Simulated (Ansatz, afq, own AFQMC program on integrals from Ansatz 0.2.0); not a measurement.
SiH4Br, doublet in cc-pVTZ, levels against AFQMC with the constraint released

```xyz
6

Si   -2.4530    0.0000    0.0000
H    -2.9479    1.3997    0.0000
H    -2.9479   -0.6999    1.2122
H    -2.9479   -0.6999   -1.2122
H    -0.7280    0.0000    0.0000
Br    0.9830    0.0000    0.0000
```

Connectivity, by distances: SiH3 ··· Br, 1 bridging H.

Basis cc-pVTZ. Noble-gas cores (and the filled d shells of Ga–Kr and In–Xe) are frozen. Ansatz 0.2.0 and our own AFQMC program on the same integrals; the CISD trial comes from CCSD amplitudes, and released means the phaseless constraint is let go. Uncertainties: one standard error, sampling alone. No spin–orbit coupling.

Determinant: UHF, the one that the program's search chose, which needn't be the lowest solution. The geometry is a point of a scan.

No full CI on the walks' own integrals is used here. The released AFQMC energy serves as the reference, which it does only where one determinant dominates, the energy is flat over the last release times and near the phaseless one (40 meV or 2 meV an electron, half that with transition metals). On small molecules, where full CI could be run and the noise was under 10 meV, such values lay within 10 meV of it in 19 cases of 20, a flattering rate, since the rule was set on those same cases; what remains of the bias isn't in the error bar.

Cautions: no relativity below Rb; no spin-orbit coupling; inner d shell frozen; the released value is read at 1.50 1/Eh with a noise of 20 meV, more than in the cases checked (meV from the phaseless value at times in 1/Eh: -17 ± 10 at 0.24, -20 ± 9 at 0.51, -22 ± 7 at 0.99, -25 ± 20 at 1.50).

```
T1 diagnostic                               : 0.0144
weight of the determinant in the CISD state : 0.848
⟨S²⟩ of the determinant                     : 0.784
size of the correlated space                : 15 electrons in 114 orbitals
```

Reference: AFQMC with the constraint released, correlation energy -9.715 ± 0.020 eV.

| level | E − E(reference) (kJ/mol) | share of correlation (%) |
| --- | --- | --- |
| HF | 937.4 ± 1.9 | 0.00 |
| MP2 | 156.9 ± 1.9 | 83.26 |
| CCSD | 35.4 ± 1.9 | 96.22 |
| CCSD(T) | 5.8 ± 1.9 | 99.38 |
| ph-AFQMC/CISD | 2.4 ± 2.2 | 99.75 |

A walk keeps the symmetry of its determinant, which the program's search chose and which needn't be the lowest solution, so a lower state of the same spin and another symmetry isn't excluded. Released energies are given only where the last usable release times agree within the noise; a slower fall can still hide under it.
